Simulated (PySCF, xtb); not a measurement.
BHOSi: which of two spin states lies lower

We compare a, `O=B[SiH]`, a triplet, with b, `O=B[SiH]`, a singlet. Both are isolated molecules in the gas phase, relaxed with PBE0-D3(BJ)/pcseg-1; the shapes shown needn't be the lowest conformers.

a (Å):

| atom | x (Å) | y (Å) | z (Å) |
| --- | --- | --- | --- |
| B | -0.2083 | -0.4074 | -0.3581 |
| O | -1.0582 | -0.5364 | 0.4898 |
| Si | 1.1021 | -0.2355 | -1.7877 |
| H | 2.4569 | 0.3150 | -1.5124 |

b (Å):

```xyz
4

B    -0.1770   -0.4635   -0.4955
O    -0.9794   -0.4835    0.4064
Si    1.0790   -0.5121   -2.0940
H     2.0966    0.3157   -1.3138
```

Problem. Estimate which is lower in electronic energy at CCSD(T)/def2-TZVPP, and by roughly how much.

Solution. The CCSD(T)/def2-TZVPP calculation puts structure b lower, by 0.731 eV.

Level by level:

```tsv
level	geometry	E(b) − E(a) (eV)	departure from the last row (eV)	job, with rough time for the two
PBE0-D3(BJ)/pcseg-1	PBE0-D3(BJ)/pcseg-1	−0.479	+0.251	optimisation, 57 s
HF/def2-TZVPP	PBE0-D3(BJ)/pcseg-1	−0.049	+0.681	part of the CCSD(T) run
MP2/def2-TZVPP	PBE0-D3(BJ)/pcseg-1	−0.588	+0.142	part of the CCSD(T) run
CCSD(T)/def2-TZVPP	PBE0-D3(BJ)/pcseg-1	−0.731		single point, 4.2 min
```

The levels shown agree on the order. The largest departure from CCSD(T)/def2-TZVPP is that of HF/def2-TZVPP, 0.681 eV. Levels run at GFN2-xTB geometries aren't shown.

With thermal terms from frequencies at re-optimised GFN2-xTB minima (ideal gas, soft modes damped towards free rotors, one conformer each, 298.15 K, 1 atm): the zero-point term adds −0.018 eV; ΔH is −0.747 and ΔG −0.765 eV.

The T1 diagnostic of structure b is large, so the coupled-cluster value is less sure. Open shells are spin-unrestricted. The correlated steps freeze 7 core orbitals. ΔG holds the spin degeneracy. Codes used: PySCF 2.14.0, xtb 6.7.1; the last row on 2 threads of Intel(R) Xeon(R) Platinum 8488C (Sapphire Rapids) on a shared host.
